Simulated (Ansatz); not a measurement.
**BSiH₄+ (singlet): wave-function methods side by side, cc-pVDZ**

How much of the correlation energy of BSiH₄+ (singlet) does each wave-function method recover here?

Computed with Ansatz 0.2.0, Gaussian basis. Level: cc-pVDZ, core rule «outside noble gas», up to 6 orbitals frozen.

The runs, in order: UHF; CCSD(T) on RHF; BCCD(T) on RHF; CISD; CCSDT(Q) on RHF; CASSCF and MRCISD+Q, 8 electrons in 8 orbitals; CASSCF and NEVPT2, 8 electrons in 8 orbitals.

16 further runs of the same task are left out: 4 that didn't finish, 12 set aside as unsound or not needed.

### Step 1. What is computed

The geometry is a PBE0/def2-TZVP stationary point (not a proven minimum) of the parent state, kept for this charge and spin.

6 atoms, charge 1, spin multiplicity 1.

Atoms are counted from 1 here; the program's logs count them from 0.

Bond lengths: Si1–B2 1.922 Å, Si1–H3 1.484 Å, Si1–H4 1.484 Å, B2–H5 1.194 Å, B2–H6 1.194 Å. Angles: B2–Si1–H3 124.8°, B2–Si1–H4 124.8°, H3–Si1–H4 110.4°, Si1–B2–H5 119.7°, Si1–B2–H6 119.7°, H5–B2–H6 120.6°.

### Step 2. UHF

The input, in.yaml:

```yaml
crystal:
  periodic: [false, false, false]
  atoms:
    - {symbol: Si, position_ang: [0.000000, 0.000000, 0.562441]}
    - {symbol: B, position_ang: [0.000000, 0.000000, -1.359948]}
    - {symbol: H, position_ang: [0.000000, 1.218724, 1.409347]}
    - {symbol: H, position_ang: [0.000000, -1.218724, 1.409347]}
    - {symbol: H, position_ang: [0.000000, 1.037036, -1.952056]}
    - {symbol: H, position_ang: [0.000000, -1.037036, -1.952056]}
basis:
  gaussian: {orbitals: cc-pVDZ}
total_charge: 1
magnetization: {spin_polarized: true, initial_magnetization: 0}
hamiltonian: {xc: hf}
output: {orbitals: {seedname: orbitals}}
```

On the command line:

```console
> ansatz run in.yaml --threads 1 --pin off --events-out ev --progress --plain --max-ram 2393MiB
```

After this run come: CCSD(T) on RHF; BCCD(T) on RHF; CISD; CCSDT(Q) on RHF; CASSCF and MRCISD+Q, 8 electrons in 8 orbitals; CASSCF and NEVPT2, 8 electrons in 8 orbitals.

**Question.** What will the summary of the whole plan be? Wanted: RCCSDT(Q) below the RHF energy; RMP2 from RCCSDT(Q); RCCSD from RCCSDT(Q); RCCSD(T) from RCCSDT(Q); MRCISD+Q frontier from RCCSDT(Q); T1 diagnostic.

**Answer**, as computed:

| quantity | value |
| --- | --- |
| RCCSDT(Q) below the RHF energy | -5.4278 eV |
| RMP2 from RCCSDT(Q) | +1228.6 meV |
| RCCSD from RCCSDT(Q) | +128.5 meV |
| RCCSD(T) from RCCSDT(Q) | +27.0 meV |
| MRCISD+Q frontier from RCCSDT(Q) | +9.7 meV |
| levels within 1 kcal/mol (43 meV) | RCCSD(T), BCCD(T), RCCSDT, MRCISD+Q frontier |
| T1 diagnostic | 0.009 |

In words: RCCSD(T) lands +27.0 meV from the yardstick (0.5 % of the correlation energy). These misses are within one basis, not against nature.
